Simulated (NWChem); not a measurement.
**Ionisation of O (-1)**

SMILES: [O-]
```xyz
1

O      0.0000     0.0000     0.0000
```
Charge -1, spin multiplicity 2.

All runs are NWChem calculations.

Basis set: def2-TZVPD. −ε marks an orbital energy of the parent.

B3LYP has NWChem's definition, with VWN1-RPA local correlation. The stability of the SCF solutions was not checked.

Problem. Order these methods by the first vertical ionisation energy they give, lowest first: −ε(beta HOMO) of PBE, −ε(beta HOMO) of B3LYP, −ε(beta HOMO) of LDA (SVWN5), G0W0@PBE, G0W0@PBE0.

Solution. −ε(beta HOMO) of PBE (-2.46 eV), −ε(beta HOMO) of LDA (SVWN5) (-2.37 eV), −ε(beta HOMO) of B3LYP (-1.31 eV), G0W0@PBE (-0.15 eV), G0W0@PBE0 (0.48 eV)
